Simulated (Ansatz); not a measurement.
This geometry of C₂H₄S₂ (8 atoms, charge 0, multiplicity 1) is a first-order saddle point.

Level of theory: RKS PBE0/6-31G* (Ansatz 0.2.0).

```xyz
8
Properties=species:S:1:pos:R:3
C 0.151 0.941 -0.127
C -0.014 -0.514 -0.428
S 0.709 -1.285 -1.652
S -1.174 -1.361 0.700
H 0.782 1.433 -0.869
H -0.831 1.428 -0.081
H 0.595 1.062 0.871
H -0.219 -1.704 1.586
```

(1) Which two structures does it join? (They come from a converged band through this point; their orientation in space is the band's.)

(2) How far does it lie above each of them?

Answers

(1) No bond is made or broken. The dihedral S3–C2–S4–H8 goes from 0 to -180°.

First end point:

```xyz
8
Properties=species:S:1:pos:R:3
C -0.015 1.032 -0.263
C 0.176 -0.452 -0.115
S 1.127 -1.351 -1.090
S -0.741 -1.087 1.242
H 0.522 1.394 -1.140
H -1.080 1.277 -0.361
H 0.360 1.552 0.627
H -0.349 -2.366 1.101
```

Last end point:

```xyz
8
Properties=species:S:1:pos:R:3
C -0.003 0.815 -0.224
C 0.346 -0.645 -0.299
S 1.307 -1.301 -1.442
S -0.340 -1.680 0.940
H 0.470 1.354 -1.046
H -1.090 0.954 -0.280
H 0.337 1.242 0.728
H -1.027 -0.739 1.623
```

(2) 0.51 eV above the first and 0.43 eV above the second. This is the barrier of this one path; another mechanism may lie lower.

The run took 3.2 min on 1 thread of Arm Neoverse N1 (shared host), peak memory 0.15 GiB.
